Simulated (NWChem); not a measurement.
# Na3H3 ((NaH)3 ring) at M05-D3(0)/6-31G(d) (density fitting with weigend coulomb fitting, Cartesian functions, COSMO-KS cs2)

What is the energy difference between two shapes of Na3H3 ((NaH)3 ring) at M05-D3(0)/6-31G* (density fitting with weigend coulomb fitting, Cartesian functions, COSMO-KS cs2)? 

The calculation is run with NWChem 7.3.0.

2 further runs of the same task are left out: 2 set aside as unsound or not needed.

**1. The system as given**

Na3H3: 6 atoms, total charge 0, spin state singlet. Geometry: a GFN2-xTB relaxation, a rough one for these elements and not checked as a minimum.

Bond lengths: Na1–H2 1.721 Å, H2–Na3 1.720 Å, Na3–H4 1.720 Å, H4–Na5 1.719 Å, Na1–H6 1.721 Å, Na5–H6 1.721 Å. Angles: Na1–H2–Na3 124.4°, Na3–H4–Na5 124.6°, Na1–H6–Na5 124.4°, H2–Na1–H6 115.6°, H2–Na3–H4 115.5°, H4–Na5–H6 115.5°.

**2. Energy and forces at M05-D3(0)/6-31G(d) (density fitting with weigend coulomb fitting, Cartesian functions, COSMO-KS cs2)**

Input file test.nw:

```
start test
title "(NaH)3 ring"
memory total 2200 mb
geometry noautosym nocenter noautoz
   Na    0.369660    1.040410   -1.367380
   H     1.595370    0.218930   -0.481150
   Na    1.297440   -0.820600    0.856710
   H    -0.353590   -0.995400    1.304410
   Na   -1.667310   -0.224520    0.508500
   H    -1.241570    0.781180   -0.821090
end
basis "ao basis"
   Na library 6-31G*
   H library 6-31G*
end
basis "cd basis" spherical
   Na library "weigend coulomb fitting"
   H library "weigend coulomb fitting"
end
cosmo
   dielec 2.6105
   do_cosmo_ks true
end
dft
   xc m05
   disp vdw 3
   grid medium
   convergence energy 1e-07
   mulliken
end
task dft gradient
```

The run is started by

```bash
nwchem test.nw > test.out
```

Log:

```text
[...]
          Wavefunction type:  closed shell.
          No. of atoms     :     6
          No. of electrons :    36
[...]
          Charge           :     0
          Spin multiplicity:     1
[...]
          AO basis - number of functions:    63
[...]
              XC Information
              --------------
                          M05 Method XC Functional
                     Hartree-Fock (Exact) Exchange  0.280
                   M05 metaGGA Exchange Functional  0.720
                         M05 Correlation Potential  1.000
[...]
 d= 0,ls=0.0,diis     1   -488.5703876669 -5.78D+02  1.03D-02  5.03D-02     1.1
[...]
 d= 0,ls=0.0,diis     5   -488.6071635709  1.58D-09  1.92D-06  1.68D-09     9.4
         Total DFT energy =     -488.607163570864
      One electron energy =     -865.671168853749
           Coulomb energy =      332.565426085523
    Exchange-Corr. energy =      -44.672519039948
 Nuclear repulsion energy =       89.025044969239
    Dispersion correction =       -0.000661356242
[...]
      Total Density - Mulliken Population Analysis
     ---------------------------------------------
    Atom       Charge   Shell Charges
 -----------   ------   -------------------------------------------------------
    1 Na  11    10.64   2.00  2.00  5.98  0.28  0.24  0.09  0.03  0.04
    2 H    1     1.36   0.51  0.85
    3 Na  11    10.65   2.00  2.00  5.98  0.28  0.24  0.09  0.03  0.04
    4 H    1     1.35   0.51  0.85
    5 Na  11    10.64   2.00  2.00  5.98  0.28  0.24  0.09  0.03  0.04
    6 H    1     1.36   0.51  0.85
[...]
  wavefunction    = closed shell
                         DFT ENERGY GRADIENTS
    atom               coordinates                        gradient
                 x          y          z           x          y          z
   1 Na      0.698556   1.966090  -2.583974   -0.009021  -0.025257   0.033243
   2 H       3.014812   0.413718  -0.909242   -0.036332  -0.005197   0.010882
   3 Na      2.451806  -1.550709   1.618947   -0.031958   0.020078  -0.020681
   4 H      -0.668188  -1.881033   2.464977    0.008099   0.022934  -0.030056
   5 Na     -3.150759  -0.424281   0.960926    0.040826   0.005334  -0.012272
   6 H      -2.346227   1.476216  -1.551635    0.028387  -0.017893   0.018885
[...]
```

It took 12 s on 1 thread of AMD EPYC 9R45 (Zen 5), shared host; peak memory 0.14 GiB.

**3. The distorted shape, same level**

Input file h3na3.nw:

```
start h3na3
memory 2200 mb

geometry units angstrom noautosym nocenter noautoz
   Na     0.359732     1.003054    -1.345895
   H      1.612982     0.224753    -0.509776
   Na     1.253078    -0.868142     0.895138
   H     -0.327724    -1.047602     1.310443
   Na    -1.705036    -0.210081     0.522188
   H     -1.238411     0.790300    -0.824178
end

basis cartesian
   * library 6-31G*
end

basis "cd basis" spherical
   * library "weigend coulomb fitting"
end

cosmo
   dielec 2.6105
   do_cosmo_ks true
end

dft
   xc m05
   disp vdw 3
   grid medium
   convergence energy 1e-07
   mulliken
   print low
end

task dft gradient
```

The run is started by

```bash
nwchem h3na3.nw > h3na3.out
```

Log:

```text
[...]
 d= 0,ls=0.0,diis     1   -488.5723881705 -5.77D+02  1.01D-02  4.87D-02     1.1
[...]
 d= 0,ls=0.0,diis     5   -488.6089322399 -1.76D-08  1.98D-06  1.81D-09     9.3
         Total DFT energy =     -488.608932239949
      One electron energy =     -865.176431676525
           Coulomb energy =      332.289298998729
    Exchange-Corr. energy =      -44.668058345994
 Nuclear repulsion energy =       88.812788689143
    Dispersion correction =       -0.000657443004
[...]
      Total Density - Mulliken Population Analysis
     ---------------------------------------------
    Atom       Charge   Shell Charges
 -----------   ------   -------------------------------------------------------
    1 Na  11    10.65   2.00  2.00  5.98  0.29  0.24  0.08  0.03  0.03
    2 H    1     1.36   0.50  0.86
    3 Na  11    10.65   2.00  2.00  5.98  0.28  0.24  0.10  0.03  0.04
    4 H    1     1.35   0.51  0.84
    5 Na  11    10.64   2.00  2.00  5.98  0.26  0.23  0.10  0.02  0.04
    6 H    1     1.35   0.51  0.84
[...]
                         DFT ENERGY GRADIENTS
    atom               coordinates                        gradient
                 x          y          z           x          y          z
   1 Na      0.679795   1.895497  -2.543373   -0.009699  -0.026387   0.035828
   2 H       3.048094   0.424722  -0.963337   -0.038297   0.004021  -0.000662
   3 Na      2.367974  -1.640550   1.691566   -0.045953   0.010863  -0.007700
   4 H      -0.619309  -1.979681   2.476378    0.028649   0.019629  -0.027083
   5 Na     -3.222051  -0.396996   0.986792    0.032423   0.007435  -0.015090
   6 H      -2.340257   1.493450  -1.557471    0.032878  -0.015562   0.014706
 Task  times  cpu:       11.0s     wall:       11.0s
 Total times  cpu:       11.0s     wall:       11.0s
```

It took 12 s on 1 thread of AMD EPYC 9R45 (Zen 5), shared host; peak memory 0.14 GiB.

**4. Summary of results**

At M05-D3(0)/6-31G* (density fitting with weigend coulomb fitting, Cartesian functions, COSMO-KS cs2):

| quantity | value |
| --- | --- |
| first shape: total energy | -488.60716 Eh |
| first shape: dipole moment | 0.04 D |
| first shape: HOMO energy | -5.74 eV |
| first shape: LUMO energy | -0.15 eV |
| first shape: HOMO–LUMO gap | 5.59 eV |
| first shape: dispersion energy | -1.74 kJ/mol |
| first shape: solvent term in the energy | -56.5 kJ/mol |
| first shape: largest force on an atom | 2.213 eV/Å |
| distorted shape: total energy | -488.60893 Eh |
| distorted shape: dispersion energy | -1.73 kJ/mol |
| distorted shape: solvent term in the energy | -57.0 kJ/mol |
| distorted shape: largest force on an atom | 2.460 eV/Å |
| energy change with the atoms displaced | -0.048 eV |

What this shows: With the atoms displaced the energy falls by 0.05 eV (1.1 kcal/mol). The first shape isn't relaxed at this level, so the change isn't measured from a minimum. The largest force (first shape) is 2.21 eV/Å: the shape isn't a stationary point for this species at this level. Mulliken charges (first shape) run from -0.36 on H2 to +0.36 on Na1. Mulliken charges (distorted shape) run from -0.36 on H2 to +0.36 on Na5; they depend strongly on the basis.
